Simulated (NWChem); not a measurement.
CH6Si; SMILES [SiH3]C

Program: NWChem. Pople sets run with spherical d functions. Each level has its own optimisation; frequencies are unscaled.

Task: Order these by “lowest (cm⁻¹)”, lowest first: PBE0/3-21G; PBE0/6-31G*; PBE0/6-31+G*.

Result: PBE0/3-21G (176), PBE0/6-31+G* (187), PBE0/6-31G* (193)
